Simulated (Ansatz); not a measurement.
# MgH₂ (triplet): from Hartree-Fock to the top rungs at angle H2–Mg1–H3 = 70.2°, aug-cc-pVTZ

The task here is to estimate one member of a computed series from the others.

Program: Ansatz 0.2.0, Gaussian basis. Level of theory: aug-cc-pVTZ, core rule «outside noble gas», up to 5 orbitals frozen. These are calculated values, not measurements.

Plan: UHF; CCSD(T) on ROHF; CCSD(T) on UHF; BCCD(T) on ROHF; CCSDT(Q) on ROHF; CCSDT(Q) on UHF; CASSCF and NEVPT2, 4 electrons in 6 orbitals; Full CI.

12 further runs of the same task are left out: 1 for a known fault of the program, 9 that didn't finish, 2 set aside as unsound or not needed. Runs told in other sessions of the task aren't counted.

## The geometry

The geometry derives from a PBE0/def2-TZVP stationary point (not a proven minimum). One angle is set to the value named; bond lengths are kept.

3 atoms, charge 0, spin multiplicity 3.

Atoms are counted from 1 here; the program's logs count them from 0.

Bond lengths: Mg1–H2 1.997 Å, Mg1–H3 1.997 Å. Angles: H2–Mg1–H3 70.2°.

Set-up of the first run:

Input file in.yaml:

```yaml
crystal:
  periodic: [false, false, false]
  atoms:
    - {symbol: Mg, position_ang: [0.000000, 0.000000, -0.125137]}
    - {symbol: H, position_ang: [0.000000, 1.148311, 1.508744]}
    - {symbol: H, position_ang: [0.000000, -1.148311, 1.508744]}
basis:
  gaussian: {orbitals: aug-cc-pVTZ}
magnetization: {spin_polarized: true, initial_magnetization: 2}
hamiltonian: {xc: hf}
output: {orbitals: {seedname: orbitals}}
```

Launch:

```sh
$ ansatz run in.yaml --threads 1 --pin off --events-out ev --progress --plain --max-ram 2393MiB
```

Steps of the session up to this table: UHF; CCSD(T) on ROHF; CCSD(T) on UHF; BCCD(T) on ROHF; CCSDT(Q) on ROHF; CCSDT(Q) on UHF; CASSCF and NEVPT2, 4 electrons in 6 orbitals; Full CI.

One of the session's tables, all rows but one given; the rest of the session is left out.

It belongs to the step «Misses and costs». 

| method | from FCI (kJ/mol) |
| --- | --- |
| ROHF | +175.9 |
| UHF | ? |
| RMP2 | +44.8 |
| UMP2 | +48.4 |
| RCCSD | +5.6 |
| UCCSD | +4.4 |
| RCCSD(T) | +1.5 |
| UCCSD(T) | +1.3 |
| BCCD(T) | +1.5 |
| RCCSDT | +0.1 |
| UCCSDT | 0.0 |
| RCCSDT(Q) | 0.0 |
| UCCSDT(Q) | -0.1 |
| CASSCF valence | +75.3 |
| NEVPT2 valence | +22.2 |
| FCI | 0 |

Q: Estimate the row for UHF from the others.

**Answer.** from FCI (kJ/mol): +144.6. In the column «from FCI (kJ/mol)» it lies between CASSCF valence (+75.3) and ROHF (+175.9).

The ROHF row is the lowest such solution found; the determinant under the restricted MP2 and coupled-cluster rows lies 0.05 eV higher.

Limits of these values: Levels on UHF freeze UHF's core orbitals, full CI those of ROHF, so the U rows can settle a little off it for that reason alone. Restricted and unrestricted rows rest on different reference determinants; a gap between their highest levels can come from leftover correlation error, from unlike frozen cores or from another state.
